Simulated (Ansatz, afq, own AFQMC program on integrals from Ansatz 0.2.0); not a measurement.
**AlH₃ (singlet): AFQMC on the coupled-cluster ladder at distance Al1–H3 = 1.586 Å, cc-pVDZ, part 1 of 2**

Aim: compute AlH₃ (singlet) with auxiliary-field quantum Monte Carlo on the same integrals as coupled cluster, and set the energies side by side.

Method: cc-pVDZ, frozen cores; program: Ansatz 0.2.0, Gaussian basis, and an in-house AFQMC program (afq) on its integrals; all values are calculated.

To be run: Full CI; PBE (unrestricted); r2SCAN (unrestricted); PBE0 (unrestricted); B3LYP (unrestricted); CCSD(T) on RHF; wB97M-V (unrestricted); B2PLYP (unrestricted); Full CI; CCSDT(Q) on RHF; CCSDTQ on RHF; Phaseless AFQMC, CISD trial on RHF; Phaseless AFQMC, single-determinant trial on RHF; Free-projection AFQMC, CISD trial on RHF; UHF.

7 further runs of the same task are left out: 7 that didn't finish.

## (1) The geometry

The geometry derives from a PBE0/def2-TZVP stationary point (not a proven minimum). One bond is set to the value named and the two fragments are kept rigid.

4 atoms, charge 0, spin multiplicity 1.

Atoms are counted from 1 here; the program's logs count them from 0.

Bond lengths: Al1–H2 1.586 Å, Al1–H3 1.586 Å, Al1–H4 1.586 Å. Angles: H2–Al1–H3 120.0°, H2–Al1–H4 120.0°, H3–Al1–H4 120.0°.

## (2) Full CI

in.yaml reads:

```yaml
crystal:
  periodic: [false, false, false]
  atoms:
    - {symbol: Al, position_ang: [0.000000, 0.000000, 0.000000]}
    - {symbol: H, position_ang: [1.585776, 0.015051, -0.000083]}
    - {symbol: H, position_ang: [-0.805923, 1.365794, -0.002790]}
    - {symbol: H, position_ang: [-0.779853, -1.380845, 0.002873]}
basis:
  gaussian: {orbitals: cc-pVDZ}
correlation: {method: fci, electrons: outside_noble_gas}
```

On the command line:

```
$ ansatz run in.yaml --threads 1 --pin off --events-out ev --progress --plain --max-ram 16896MiB --backend cuda --devices 0, --max-vram 18GiB
```

Output:

```text
Functional definition: HF
  name "HF"
  cite "Fock, Z. Phys. 61, 126 (1930) doi:10.1007/BF01340294"
  parent pbe
  exchange = exact_x
  correlation = 0
598 factors; integrals over basis functions are off by at most 2.2e-7 eV
mean field evaluation 1: about -6629.1794 eV, gradient 8.0e0 eV
mean field evaluation 2: about -6629.1804 eV, gradient 8.0e0 eV
mean field evaluation 4: about -6629.5579 eV, gradient 1.7e-1 eV
mean field evaluation 8: about -6629.5579 eV, gradient 1.6e-5 eV
mean field -6629.55788397 eV, -243.6317585601 hartree, gradient 1.8e-6 eV, S^2 0.000000; 0 other end points of the search recorded, 0 dependent functions left out
5 core orbitals not correlated: weight in the atoms' cores, before any rotation towards them, 1.000 or more for the frozen orbitals, at most 0.000 for the correlated occupied ones
reference -6629.55788397 eV, -243.6317585601 hartree; 3, 3 occupied and 25, 25 virtual orbitals, 598 factors
state -6632.35021047 eV, -243.7343746664 hartree
Total energy: -6632.35021047 eV, -243.7343746664 hartree
```

It took 7 s on 1 × NVIDIA H100 80GB HBM3 with 1 thread of AMD EPYC 7R13 (Zen 3), shared host; peak host memory 1.5 GiB.

From the report: 2,701,046 determinants, symmetry A1.

## (3) PBE (unrestricted)

in.yaml: that of step 2 with these lines changed.

```diff
@@ -9,2 +9,4 @@
   gaussian: {orbitals: cc-pVDZ}
-correlation: {method: fci, electrons: outside_noble_gas}
+magnetization: {spin_polarized: true, initial_magnetization: 0}
+hamiltonian: {xc: {name: PBE}}
+output: {orbitals: {seedname: orbitals}}
```

On the command line:

```
$ ansatz run in.yaml --threads 1 --pin off --events-out ev --progress --plain --max-ram 5632MiB --backend cpu
```

Output:

```text
Functional definition: PBE
  name "PBE"
  cite "Perdew, Burke & Ernzerhof, Phys. Rev. Lett. 77, 3865 (1996) doi:10.1103/PhysRevLett.77.3865"
  parent pbe
  parameter kappa = 0.804
  parameter beta = 0.06672455060314922
  exchange = pbe_x(kappa = kappa, mu = beta*pi^2/3)
  correlation = pbe_c(beta = beta)
308 factors; integrals over basis functions are off by at most 1.0e-3 eV
mean field evaluation 1: about -6639.6524 eV, gradient 1.0e1 eV
mean field evaluation 2: about -6640.3628 eV, gradient 4.6e0 eV
mean field evaluation 4: about -6640.5705 eV, gradient 2.7e-2 eV
mean field evaluation 8: about -6640.5676 eV, gradient 2.9e-4 eV
mean field -6640.56760652 eV, -244.0363584011 hartree, gradient 6.9e-6 eV, S^2 0.000000; 0 other end points of the search recorded, 0 dependent functions left out
reference -6640.56764462 eV, -244.0363598014 hartree; 8, 8 occupied and 25, 25 virtual orbitals, 308 factors
Total energy: -6640.56764462 eV, -244.0363598014 hartree
```

It took 0.43 s on 1 thread of AMD EPYC 7R13 (Zen 3), shared host; peak memory 1.5 GiB.

From the report: ⟨S²⟩ of the determinant 0.000 (pure singlet: 0.00).

## (4) r2SCAN (unrestricted)

in.yaml: that of step 3 with these lines changed.

```diff
@@ -10,3 +10,2 @@
 magnetization: {spin_polarized: true, initial_magnetization: 0}
-hamiltonian: {xc: {name: PBE}}
-output: {orbitals: {seedname: orbitals}}
+hamiltonian: {xc: {name: r2SCAN}}
```

Launched as before.

Output:

```text
Functional definition: r2SCAN
  name "r2SCAN"
  cite "Furness, Kaplan, Ning, Perdew & Sun, J. Phys. Chem. Lett. 11, 8208 (2020) doi:10.1021/acs.jpclett.0c02405"
  cite "Furness, Kaplan, Ning, Perdew & Sun, J. Phys. Chem. Lett. 11, 9248 (2020) doi:10.1021/acs.jpclett.0c03077"
  parent r2scan
  parameter k0 = 0.174
  parameter k1 = 0.065
  parameter a1 = 4.9479
  exchange = r2scan_x(k0 = k0, k1 = k1, a1 = a1)
  correlation = r2scan_c
308 factors; integrals over basis functions are off by at most 1.0e-3 eV
mean field evaluation 1: about -6643.2654 eV, gradient 7.8e0 eV
mean field evaluation 2: about -6643.7335 eV, gradient 2.8e0 eV
mean field evaluation 4: about -6643.8017 eV, gradient 7.3e-3 eV
mean field evaluation 8: about -6643.7990 eV, gradient 3.7e-4 eV
mean field -6643.79899646 eV, -244.1551097911 hartree, gradient 5.4e-6 eV, S^2 0.000000; 0 other end points of the search recorded, 0 dependent functions left out
reference -6643.79901098 eV, -244.1551103249 hartree; 8, 8 occupied and 25, 25 virtual orbitals, 308 factors
Total energy: -6643.79901098 eV, -244.1551103249 hartree
```

It took 0.82 s on 1 thread of AMD EPYC 7R13 (Zen 3), shared host; peak memory 1.5 GiB.

From the report: ⟨S²⟩ of the determinant 0.000 (pure singlet: 0.00).

## (5) PBE0 (unrestricted)

in.yaml: that of step 4 with these lines changed.

```diff
@@ -10,2 +10,3 @@
 magnetization: {spin_polarized: true, initial_magnetization: 0}
-hamiltonian: {xc: {name: r2SCAN}}
+hamiltonian: {xc: {name: PBE0}}
+output: {orbitals: {seedname: orbitals}}
```

The command is unchanged.

Output:

```text
Functional definition: PBE0
  name "PBE0"
  cite "Adamo & Barone, J. Chem. Phys. 110, 6158 (1999) doi:10.1063/1.478522"
  cite "Perdew, Burke & Ernzerhof, Phys. Rev. Lett. 77, 3865 (1996) doi:10.1103/PhysRevLett.77.3865"
  parent pbe
  parameter a = 0.25
  parameter kappa = 0.804
  parameter beta = 0.06672455060314922
  exchange = (1 - a)*pbe_x(kappa = kappa, mu = beta*pi^2/3) + a*exact_x
  correlation = pbe_c(beta = beta)
308 factors; integrals over basis functions are off by at most 1.0e-3 eV
mean field evaluation 1: about -6641.0829 eV, gradient 6.3e0 eV
mean field evaluation 2: about -6641.3916 eV, gradient 1.5e0 eV
mean field evaluation 4: about -6641.4084 eV, gradient 1.8e-1 eV
mean field evaluation 8: about -6641.4087 eV, gradient 5.5e-5 eV
mean field -6641.40868511 eV, -244.0672674694 hartree, gradient 1.3e-5 eV, S^2 0.000000; 0 other end points of the search recorded, 0 dependent functions left out
reference -6641.40871372 eV, -244.0672685207 hartree; 8, 8 occupied and 25, 25 virtual orbitals, 308 factors
Total energy: -6641.40871372 eV, -244.0672685207 hartree
```

Run time: 0.42 s. Hardware: 1 thread of AMD EPYC 7R13 (Zen 3), shared host; peak memory 1.5 GiB.

From the report: ⟨S²⟩ of the determinant 0.000 (pure singlet: 0.00).

## (6) B3LYP (unrestricted)

in.yaml: that of step 5 with these lines changed.

```diff
@@ -10,3 +10,2 @@
 magnetization: {spin_polarized: true, initial_magnetization: 0}
-hamiltonian: {xc: {name: PBE0}}
-output: {orbitals: {seedname: orbitals}}
+hamiltonian: {xc: {name: B3LYP}}
```

Same command.

Output, shortened:

```text
Functional definition: B3LYP
  name "B3LYP"
  cite "Stephens, Devlin, Chabalowski & Frisch, J. Phys. Chem. 98, 11623 (1994) doi:10.1021/j100096a001"
  cite "Becke, Phys. Rev. A 38, 3098 (1988) doi:10.1103/PhysRevA.38.3098"
  cite "Lee, Yang & Parr, Phys. Rev. B 37, 785 (1988) doi:10.1103/PhysRevB.37.785"
  cite "Vosko, Wilk & Nusair, Can. J. Phys. 58, 1200 (1980) doi:10.1139/p80-159"
[...]
308 factors; integrals over basis functions are off by at most 1.0e-3 eV
[...]
mean field -6645.49321818 eV, -244.2173712910 hartree, gradient 1.8e-5 eV, S^2 0.000000; 0 other end points of the search recorded, 0 dependent functions left out
reference -6645.49343912 eV, -244.2173794104 hartree; 8, 8 occupied and 25, 25 virtual orbitals, 308 factors
Total energy: -6645.49343912 eV, -244.2173794104 hartree
```

It took 0.45 s on 1 thread of AMD EPYC 7R13 (Zen 3), shared host; peak memory 1.5 GiB.

From the report: ⟨S²⟩ of the determinant 0.000 (pure singlet: 0.00).

## (7) CCSD(T) on RHF

in.yaml: that of step 6 with these lines changed.

```diff
@@ -9,3 +9,3 @@
   gaussian: {orbitals: cc-pVDZ}
-magnetization: {spin_polarized: true, initial_magnetization: 0}
-hamiltonian: {xc: {name: B3LYP}}
+magnetization: {spin_polarized: false}
+correlation: {method: ccsd_t, electrons: outside_noble_gas, hamiltonian_folder: ham}
```

On the command line:

```
$ ansatz run in.yaml --threads 1 --pin off --events-out ev --progress --plain --max-ram 16896MiB --backend cuda --devices 0, --max-vram 18GiB
```

Output, shortened:

```text
Functional definition: HF
  name "HF"
  cite "Fock, Z. Phys. 61, 126 (1930) doi:10.1007/BF01340294"
  parent pbe
[...]
308 factors; integrals over basis functions are off by at most 1.0e-3 eV
[...]
mean field -6629.55783462 eV, -243.6317567467 hartree, gradient 1.8e-6 eV, S^2 0.000000; 0 other end points of the search recorded, 0 dependent functions left out
5 core orbitals not correlated: weight in the atoms' cores, before any rotation towards them, 1.000 or more for the frozen orbitals, at most 0.000 for the correlated occupied ones
reference -6629.55783462 eV, -243.6317567467 hartree; 3, 3 occupied and 25, 25 virtual orbitals, 308 factors
second order -2.09047277 eV of doubles, -0.00000000 eV of singles
cycle   1  -2.56647560 eV  change   -4.8e-1 eV  update   5.0e-2
[...]
cycle   8  -2.75106981 eV  change    2.2e-6 eV  update   3.8e-6
perturbative correction -0.03001259 eV, -0.0011029424 hartree
Total energy: -6632.33891702 eV, -243.7339596397 hartree
```

Wall time 2.3 s (1 × NVIDIA H100 80GB HBM3 with 1 thread of AMD EPYC 7R13 (Zen 3), shared host); peak host memory 1.5 GiB.

From the report: correlation -2.7811 eV; T1 0.009; largest double amplitude 0.04.

This run also writes the integrals to the folder ham.

## (8) wB97M-V (unrestricted)

in.yaml: that of step 7 with these lines changed.

```diff
@@ -9,3 +9,4 @@
   gaussian: {orbitals: cc-pVDZ}
-magnetization: {spin_polarized: false}
-correlation: {method: ccsd_t, electrons: outside_noble_gas, hamiltonian_folder: ham}
+magnetization: {spin_polarized: true, initial_magnetization: 0}
+hamiltonian: {xc: {name: wB97M-V}}
+output: {orbitals: {seedname: orbitals}}
```

On the command line:

```
$ ansatz run in.yaml --threads 1 --pin off --events-out ev --progress --plain --max-ram 5632MiB --backend cpu
```

Output, shortened:

```text
Functional definition: wB97M-V
  name "wB97M-V"
  cite "Mardirossian & Head-Gordon, J. Chem. Phys. 144, 214110 (2016) doi:10.1063/1.4952647"
  cite "Becke, J. Chem. Phys. 107, 8554 (1997) doi:10.1063/1.475007"
  cite "Vydrov & Van Voorhis, J. Chem. Phys. 133, 244103 (2010) doi:10.1063/1.3521275"
  # Of w^i u^j: cxij and so on, Table III.
[...]
  gx(w, u) = 1 - cx + cx01*u + cx10*w
  gss(w, u) = css00 + css04*u^4 + css10*w + css20*w^2 + css43*w^4*u^3
  gos(w, u) = cos00 + cos10*w + (cos20 + cos21*u)*w^2 + (cos60 + cos61*u)*w^6
[...]
      + integral(e_c_pw_mod_opposite_spin*gos(b97_w_opposite, b97_u_opposite)) + vv10(b, c)
308 factors; integrals over basis functions are off by at most 1.0e-3 eV
126 factors; integrals over basis functions are off by at most 1.0e-5 eV
[...]
mean field -6643.85212236 eV, -244.1570621321 hartree, gradient 2.4e-5 eV, S^2 0.000000; 0 other end points of the search recorded, 0 dependent functions left out
reference -6643.85216784 eV, -244.1570638033 hartree; 8, 8 occupied and 25, 25 virtual orbitals, 308 factors
Total energy: -6643.85216784 eV, -244.1570638033 hartree
```

It took 1.4 s on 1 thread of AMD EPYC 7R13 (Zen 3), shared host; peak memory 1.5 GiB.

From the report: ⟨S²⟩ of the determinant 0.000 (pure singlet: 0.00).

## (9) B2PLYP (unrestricted)

in.yaml: that of step 8 with these lines changed.

```diff
@@ -10,3 +10,3 @@
 magnetization: {spin_polarized: true, initial_magnetization: 0}
-hamiltonian: {xc: {name: wB97M-V}}
-output: {orbitals: {seedname: orbitals}}
+hamiltonian: {xc: {name: B2PLYP}}
+correlation: {electrons: outside_noble_gas}
```

Same command.

Output, shortened:

```text
Functional definition: B2PLYP
  name "B2PLYP"
  cite "Grimme, J. Chem. Phys. 124, 034108 (2006) doi:10.1063/1.2148954"
  cite "Becke, Phys. Rev. A 38, 3098 (1988) doi:10.1103/PhysRevA.38.3098"
  cite "Lee, Yang & Parr, Phys. Rev. B 37, 785 (1988) doi:10.1103/PhysRevB.37.785"
[...]
308 factors; integrals over basis functions are off by at most 1.0e-3 eV
[...]
mean field -6640.57936484 eV, -244.0367905114 hartree, gradient 4.1e-6 eV, S^2 0.000000; 0 other end points of the search recorded, 0 dependent functions left out
5 core orbitals not correlated: weight in the atoms' cores, before any rotation towards them, 1.000 or more for the frozen orbitals, at most 0.000 for the correlated occupied ones
reference -6640.57950438 eV, -244.0367956395 hartree; 3, 3 occupied and 25, 25 virtual orbitals, 308 factors
second order -2.59291450 eV of doubles, -0.00000000 eV of singles
Total energy: -6641.27959130 eV, -244.0625233591 hartree
```

Run time: 0.48 s. Hardware: 1 thread of AMD EPYC 7R13 (Zen 3), shared host; peak memory 1.5 GiB.

From the report: ⟨S²⟩ of the determinant 0.000 (pure singlet: 0.00).

## (10) Full CI

in.yaml reads:

```yaml
hamiltonian:
  integrals:
    folder: ../ham
correlation: {method: fci}
```

On the command line:

```
$ ansatz run in.yaml --threads 1 --pin off --events-out ev --progress --plain --max-ram 16896MiB --backend cuda --devices 0, --max-vram 18GiB
```

Output:

```text
Functional definition: HF
  name "HF"
  cite "Fock, Z. Phys. 61, 126 (1930) doi:10.1007/BF01340294"
  parent pbe
  exchange = exact_x
  correlation = 0
reference -6629.55783462 eV, -243.6317567467 hartree; 3, 3 occupied and 25, 25 virtual orbitals, 308 factors
state -6632.35016217 eV, -243.7343728914 hartree
Total energy: -6632.35016217 eV, -243.7343728914 hartree
```

It took 6 s on 1 × NVIDIA H100 80GB HBM3 with 1 thread of AMD EPYC 7R13 (Zen 3), shared host; peak host memory 1.5 GiB.

From the report: 2,701,046 determinants.

## (11) CCSDT(Q) on RHF

in.yaml reads:

```yaml
crystal:
  periodic: [false, false, false]
  atoms:
    - {symbol: Al, position_ang: [0.000000, 0.000000, 0.000000]}
    - {symbol: H, position_ang: [1.585776, 0.015051, -0.000083]}
    - {symbol: H, position_ang: [-0.805923, 1.365794, -0.002790]}
    - {symbol: H, position_ang: [-0.779853, -1.380845, 0.002873]}
basis:
  gaussian: {orbitals: cc-pVDZ}
magnetization: {spin_polarized: false}
correlation: {method: ccsdt_q, electrons: outside_noble_gas}
```

The command is unchanged.

Output, shortened:

```text
Functional definition: HF
  name "HF"
  cite "Fock, Z. Phys. 61, 126 (1930) doi:10.1007/BF01340294"
  parent pbe
[...]
598 factors; integrals over basis functions are off by at most 2.2e-7 eV
[...]
mean field -6629.55788397 eV, -243.6317585601 hartree, gradient 1.8e-6 eV, S^2 0.000000; 0 other end points of the search recorded, 0 dependent functions left out
5 core orbitals not correlated: weight in the atoms' cores, before any rotation towards them, 1.000 or more for the frozen orbitals, at most 0.000 for the correlated occupied ones
reference -6629.55788397 eV, -243.6317585601 hartree; 3, 3 occupied and 25, 25 virtual orbitals, 598 factors
second order -2.09052548 eV of doubles, -0.00000000 eV of singles
cycle   1  -2.56648610 eV  change   -4.8e-1 eV  update   5.2e-2
[...]
cycle  11  -2.79139308 eV  change    1.9e-7 eV  update   2.9e-7
perturbative correction -0.00069645 eV, -0.0000255942 hartree
Total energy: -6632.34997350 eV, -243.7343659580 hartree
```

Wall time 3.3 s (1 × NVIDIA H100 80GB HBM3 with 1 thread of AMD EPYC 7R13 (Zen 3), shared host); peak host memory 1.5 GiB.

From the report: correlation -2.7921 eV; T1 0.009; largest double amplitude 0.04.

## (12) CCSDTQ on RHF

in.yaml: that of step 11 with these lines changed.

```diff
@@ -10,2 +10,2 @@
 magnetization: {spin_polarized: false}
-correlation: {method: ccsdt_q, electrons: outside_noble_gas}
+correlation: {method: ccsdtq, electrons: outside_noble_gas}
```

Launched as before.

Output, shortened:

```text
Functional definition: HF
  name "HF"
  cite "Fock, Z. Phys. 61, 126 (1930) doi:10.1007/BF01340294"
  parent pbe
[...]
598 factors; integrals over basis functions are off by at most 2.2e-7 eV
[...]
mean field -6629.55788397 eV, -243.6317585601 hartree, gradient 1.8e-6 eV, S^2 0.000000; 0 other end points of the search recorded, 0 dependent functions left out
5 core orbitals not correlated: weight in the atoms' cores, before any rotation towards them, 1.000 or more for the frozen orbitals, at most 0.000 for the correlated occupied ones
reference -6629.55788397 eV, -243.6317585601 hartree; 3, 3 occupied and 25, 25 virtual orbitals, 598 factors
second order -2.09052548 eV of doubles, -0.00000000 eV of singles
cycle   1  -2.56648610 eV  change   -4.8e-1 eV  update   5.2e-2
[...]
cycle  12  -2.79234183 eV  change   -1.8e-7 eV  update   4.4e-7
Total energy: -6632.35022580 eV, -243.7343752295 hartree
```

Run time: 3.5 s. Hardware: 1 × NVIDIA H100 80GB HBM3 with 1 thread of AMD EPYC 7R13 (Zen 3), shared host; peak host memory 1.5 GiB.

From the report: correlation -2.7923 eV; T1 0.009; largest double amplitude 0.04.

## (13) Phaseless AFQMC, CISD trial on RHF

It reads the integrals that the CCSD(T) run on this determinant wrote.

On the command line:

```
$ afq ham --method phaseless --trial cisd --walkers 4000 --populations 20 --least-time 60 --time-step 0.005 --steps-per-block 50 --equilibration-blocks 28 --max-blocks 4000 --target-error 0.00015 --factor-cut 1e-05 --seed 773 --release-times 0.24,0.51,0.99,1.62,2.4 --release-step 0.03 --release-every 3 --taylor-order 6
```

Output:

```text
orbitals 28  electrons 3 3  factors 201 of 308
reference energy -243.63175675 Eh
CCSD correlation -0.10109987 Eh in 8 cycles, weight of the determinant in the CISD state 0.9381
energy of the start -243.732859 Eh
 block  time / (1/Eh)  mean weight  energy / Eh
     1     0.250  1.0001  -243.732212
     2     0.500  0.9999  -243.732366
     3     0.750  0.9997  -243.732666
     4     1.000  1.0002  -243.732971
     5     1.250  1.0002  -243.733265
     6     1.500  1.0000  -243.733518
     7     1.750  1.0001  -243.733672
     8     2.000  1.0001  -243.733852
     9     2.250  1.0001  -243.733863
    10     2.500  0.9999  -243.733938
    11     2.750  1.0000  -243.733982
    12     3.000  1.0000  -243.734127
    13     3.250  0.9999  -243.734160
    14     3.500  0.9999  -243.734107
    15     3.750  0.9998  -243.734182
    16     4.000  0.9999  -243.734204
    17     4.250  0.9999  -243.734243
    18     4.500  1.0000  -243.734353
    19     4.750  0.9999  -243.734510
    20     5.000  1.0000  -243.734465
    21     5.250  1.0000  -243.734424
    22     5.500  1.0001  -243.734394
    23     5.750  1.0001  -243.734377
    24     6.000  0.9999  -243.734315
    25     6.250  1.0000  -243.734298
    26     6.500  1.0000  -243.734360
    27     6.750  0.9999  -243.734325
    28     7.000  1.0000  -243.734503
    29     7.250  1.0001  -243.734401
    30     7.500  1.0001  -243.734456
    31     7.750  0.9999  -243.734481
    32     8.000  0.9999  -243.734360
    33     8.250  1.0001  -243.734415
    34     8.500  1.0001  -243.734441
    35     8.750  1.0002  -243.734366
    36     9.000  0.9999  -243.734400
    37     9.250  1.0001  -243.734319
    38     9.500  0.9999  -243.734309
    39     9.750  1.0001  -243.734291
    40    10.000  1.0000  -243.734469
    41    10.250  0.9999  -243.734416
    42    10.500  1.0001  -243.734487
    43    10.750  1.0000  -243.734331
    44    11.000  1.0000  -243.734309
    45    11.250  0.9998  -243.734360
    46    11.500  0.9998  -243.734495
    47    11.750  1.0001  -243.734464
    48    12.000  1.0000  -243.734423
    49    12.250  1.0002  -243.734250
    50    12.500  0.9999  -243.734276
    51    12.750  0.9999  -243.734142
    52    13.000  1.0000  -243.734226
    53    13.250  0.9997  -243.734439
    54    13.500  1.0001  -243.734338
    55    13.750  1.0000  -243.734311
    56    14.000  1.0001  -243.734428
    57    14.250  1.0000  -243.734390
    58    14.500  1.0000  -243.734489
    59    14.750  0.9999  -243.734396
    60    15.000  1.0001  -243.734294
    61    15.250  1.0000  -243.734350
    62    15.500  0.9999  -243.734272
    63    15.750  0.9999  -243.734309
    64    16.000  0.9999  -243.734301
    65    16.250  1.0001  -243.734270
    66    16.500  0.9999  -243.734302
    67    16.750  1.0000  -243.734329
    68    17.000  1.0000  -243.734337
    69    17.250  0.9997  -243.734358
    70    17.500  1.0000  -243.734387
    71    17.750  1.0000  -243.734347
    72    18.000  0.9999  -243.734470
    73    18.250  0.9999  -243.734468
    74    18.500  0.9998  -243.734242
    75    18.750  1.0001  -243.734313
    76    19.000  1.0001  -243.734361
    77    19.250  0.9999  -243.734403
    78    19.500  0.9999  -243.734360
error from the spread of 20 populations
released: time / (1/Eh)  energy / Eh  error  mean overlap
  0.24  -243.734362  0.000026  0.9989
  0.51  -243.734352  0.000022  0.9993
  0.99  -243.734376  0.000015  0.9976
  1.62  -243.734394  0.000015  0.9963
  2.40  -243.734377  0.000012  0.9951
energy -243.734363 +/- 0.000031 Eh
```

It took 20 s on 1 × NVIDIA H100 80GB HBM3 with 2 threads of AMD EPYC 7R13 (Zen 3), shared host; peak host memory 1.5 GiB.

Energy -6632.3499 ± 0.0008 eV. Caveats: constraint bias not in the error.

(Continued in part 2 of 2.)
